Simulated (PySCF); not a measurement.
Numbering as in the mapped SMILES `[CH3:1][S:2](=[O:3])(=[O:4])[Cl:5]`. Each H is labelled by its parent atom.

Geometry: PBE0-D3(BJ)/def2-SVP; GIAO shifts from PySCF 2.14.0 with density-fitted response routines, gas phase, non-relativistic, averaged over equivalent atoms.

At wB97X-D/pcSseg-2 (236 basis functions, 25 s wall time on 1 thread of an AMD EPYC 7R13, shared host):
```json
{"atoms": "C1", "δ (ppm)": "56.1"}
{"atoms": "S2", "δ (ppm)": "375.6"}
{"atoms": "O3/O4", "δ (ppm)": "319.0"}
{"atoms": "Cl5", "δ (ppm)": "665.5"}
{"atoms": "H(C1)", "δ (ppm)": "3.07"}
```

Referencing at the same level of theory: 13C (184.42 ppm), 1H (31.36 ppm) vs TMS; 33S (499.87 ppm) vs CS2; H2O for 17O (326.83 ppm); 35Cl (935.79 ppm) vs HCl.

Estimate the result of repeating the calculation with LC-wPBE/pcSseg-2.

## Answers


```tsv
atoms	δ at LC-wPBE/pcSseg-2	change
C1	55.9	-0.2
S2	368.7	-6.9
O3/O4	305.5	-13.5
Cl5	648.7	-16.8
H(C1)	3.03	-0.04
```

Referencing at the same level of theory: 13C (188.30 ppm), 1H (31.32 ppm) vs TMS; 33S (500.63 ppm) against CS2; 17O (332.63 ppm) vs H2O; 35Cl (944.79 ppm) against HCl.

The largest change is at Cl5 (chlorine bonded to S). Cost: 236 basis functions, 33 s wall time on 1 thread of an AMD EPYC 7R13, shared host.

Unscaled 17O shifts of doubly bonded oxygen tend to come out too high, by tens of ppm or more. Experimental scales use liquid or dissolved standards, which lie at an offset from isolated H2O (liquid H2O: subtract about 36 ppm).
